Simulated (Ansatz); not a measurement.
Geometry optimisation, Ansatz 0.2.0, RKS r2SCAN-D4/6-31G*.

input.yaml

```yaml
crystal:
  periodic: [false, false, false]
  atoms:
    - { symbol: Al, position_ang: [-0.058196, 0.591016, -0.477317] }
    - { symbol: "N", position_ang: [-0.171936, 0.058805, 2.572033] }
    - { symbol: H, position_ang: [-0.940409, -0.354912, 3.094417] }
    - { symbol: H, position_ang: [0.67153, -0.018061, 3.135128] }
    - { symbol: H, position_ang: [1.447603, 0.189802, -0.805554] }
    - { symbol: H, position_ang: [-1.303048, -0.221902, -1.048668] }
    - { symbol: P, position_ang: [-0.462072, 2.691255, 0.365626] }
    - { symbol: H, position_ang: [-1.567384, 2.35756, 1.198712] }
    - { symbol: H, position_ang: [0.510328, 2.685902, 1.405512] }
    - { symbol: H, position_ang: [-0.375316, 1.068634, 2.440411] }
basis:
  gaussian: { orbitals: "6-31G*" }
hamiltonian:
  xc: r2scan
  dispersion: d4
relax:
  f_tol: 0.03
  max_steps: 50
```

Launched with:

```bash
$ ansatz run input.yaml --threads 1 --pin off --max-ram 2048MiB --backend cpu --events-out ev --progress --plain --runs-dir out
```

Task: Where does it end, and by what steps?

Result: It converged. The force dipped under the threshold on the way, but the program's further checks kept it going. After 26 steps the energy has fallen by 1.093 eV; H3 moved furthest, 1.29 Å. Joined: Al1–N2 (3.10 → 2.07 Å).

| step | energy less start (eV) | largest force component (eV/Å) | accepted |
| --- | --- | --- | --- |
| 0 | 0.0000 | 0.923 | yes |
| 1 | -0.2981 | 1.479 | yes |
| 2 | -0.3737 | 1.417 | yes |
| 3 | -0.7291 | 1.479 | yes |
| 4 | -0.9233 | 1.345 | yes |
| 5 | -1.0017 | 0.781 | yes |
| 6 | -1.0413 | 0.331 | yes |
| 7 | -1.0564 | 0.159 | yes |
| 8 | -1.0651 | 0.082 | yes |
| 9 | -1.0669 | 0.040 | yes |
| 10 | -1.0500 | 0.686 | no |
| 11 | -1.0697 | 0.018 | yes |
| 12 | -1.0713 | 0.090 | yes |
| 13 | -1.0678 | 0.448 | no |
| 14 | -1.0724 | 0.099 | yes |
| 15 | -1.0772 | 0.036 | yes |
| 16 | -1.0789 | 0.306 | yes |
| 17 | -1.0838 | 0.171 | yes |
| 18 | -1.0894 | 0.028 | yes |
| 19 | -1.0695 | 0.813 | no |
| 20 | -1.0905 | 0.091 | yes |
| 21 | -1.0882 | 0.326 | no |
| 22 | -1.0922 | 0.014 | yes |
| 23 | -1.0928 | 0.059 | yes |
| 24 | -1.0931 | 0.067 | yes |
| 25 | -1.0932 | 0.040 | yes |
| 26 | -1.0934 | 0.002 | yes |

```xyz
10
Properties=species:S:1:pos:R:3
Al -0.177 0.533 0.172
N -0.186 0.029 2.184
H -0.131 -0.983 2.308
H 0.605 0.443 2.678
H 1.261 -0.056 -0.232
H -1.503 -0.242 -0.292
P -0.336 2.895 0.160
H -1.411 2.970 1.101
H 0.668 3.112 1.155
H -1.038 0.349 2.647
```

Whether the end is a true minimum wasn't checked by a vibrational analysis.

Time of the run: 95 s on 1 thread of Intel(R) Xeon(R) CPU @ 2.60GHz (Ice Lake) (shared host), peak memory 0.16 GiB.
